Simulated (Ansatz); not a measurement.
Consider Mo in the bcc (W type) structure (space group Im-3m, No. 229; a = 3.130 Å).

Method: Ansatz (an electronic-structure program), PBEsol, PAW, cutoff 420 eV, spin-orbit coupling left out.

The change: W takes the place of Mo on all its sites; the structure is relaxed again.

Measured lattice parameter a: Mo 3.141 Å (static lattice; corrected from measurement; as listed in Daniel Mejia-Rodriguez, S. B. Trickey, Phys. Rev. B (2018)); W 3.16 Å (static lattice; corrected from measurement; as listed in Daniel Mejia-Rodriguez, S. B. Trickey, Phys. Rev. B (2018)).

Q: How well does PBEsol reproduce the measured shift?

A: With PBEsol the lattice parameter a moves by +0.025 Å (3.130 → 3.154) against +0.019 Å measured.

No phonon test of stability was made. All final runs are without spin polarisation.
